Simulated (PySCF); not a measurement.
# CH3S: the cost of one run

Programs: PySCF 2.14.0, with density-fitted response routines of our own. Each step states its level of theory. These are calculated values for one molecule in the gas phase, unless marked as measured. Atoms count from 0, in the outputs and in this text.

## (1) The molecule as given

5 atoms, charge -1, multiplicity 1; geometry from: GFN2-xTB. The atoms were then displaced at random by about 0.03 Å, so the start is not that level's minimum.

Bonds of the start (Å): C0–S1 1.73, C0–H2 1.13, C0–H3 1.03, C0–H4 1.18.

## (2) Optimising the geometry at PBE0-D3(BJ)/def2-SVP

The job: settings as JSON, then the geometry in Å.

```
{"job": {"xc": "PBE0", "basis": "def2-SVP", "d3": "d3bj", "grid": 1, "shake": 0.03, "kind": "geom"}, "charge": -1, "multiplicity": 1}
C     -0.065620    -0.083140     0.003140
S      1.657120     0.085010     0.022020
H     -0.516610    -0.656620    -0.859480
H     -0.407910    -0.417640     0.919170
H     -0.574880     0.967620    -0.181340
```

Started as:

```
> OMP_NUM_THREADS=1 python probes_run.py task.json out
```

One launch serves the whole session: the jobs run in the order shown.

Q: Estimate the wall time and peak memory of this first job on 1 thread of Arm Neoverse V2, shared host.

About 2.1 s, with a peak of 0.25 GiB.
